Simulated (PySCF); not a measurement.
Telling isomers of C4H5NO apart by NMR

- NMR shieldings at PBE0/pcSseg-1/GIAO
- geometry: PBE0-D3(BJ)/def2-SVP
- spin–spin couplings from B3LYP/pcJ-1 (spin–dipole term left out of most H,H and C,H couplings)
- program: PySCF 2.14.0 with density-fitted response routines
- non-relativistic, rapidly exchanging positions averaged, in vacuum, one computed conformer

Referencing at the same level of theory: TMS for 1H and 13C. Multiplet labels drop J under 1 Hz and among equivalent protons, and merge close values. Unscaled 3J(H,H) run several per cent high. Shifts are as computed. Against solution values, carbons near 30 ppm lie about +2 ppm off and those near 130 ppm about +5 ppm (rms about the fit 1.9 ppm; single classes can miss by 10 ppm). Of 1328 compounds with measured shifts, 309 miss one by over three times the rms of a fit or turn the order of signals round; such compounds aren't used in these exercises. Signals without a measured value on file couldn't be tested in this way; 1H shifts scatter by 0.2 ppm about their fit, and single ones miss by 0.5 ppm. Across acyclic CH2–CH2 and CH–CH2 bonds, 3J(H,H) assumes equally populated rotamers.

(1) Tabulate the signals of `Cc1ccno1`, `N#CCCC=O` and their relative energies.

(2) What is the quickest way to tell Cc1ccno1 from N#CCCC=O?

Results:

(1) 
| SMILES | carbon types | δC | δH | E rel. (kcal/mol) |
| --- | --- | --- | --- | --- |
| Cc1ccno1 | 1×C 2×CH 1×CH3 | 172.8, 153.4, 105.8, 13.6 | 7.94 (d, 1H), 5.97 (dq, 1H), 2.48 (d, 3H) | 12.8 |
| N#CCCC=O | 1×C 1×CH 2×CH2 | 201.9, 123.7, 44.1, 10.8 | 9.81 (s, 1H), 2.59 (t, 2H), 2.26 (t, 2H) | 0.0 |

Energies are electronic energies at PBE0/pcSseg-1 on these geometries, without zero-point or thermal terms, each for the one conformer computed, which needn't be the lowest.

(2) Both give the same number of carbon signals, but DEPT or the intensities differ. The first has an aromatic CH at 105.8 ppm, the second an sp3 CH2 α to a carbonyl at 44.1 ppm. Their most deshielded carbons lie at 172.8 and 201.9 ppm. In the proton spectra the most deshielded non-exchanging signals are 7.94 (d, J = 1.8 Hz, 1H) and 9.81 (s, 1H).
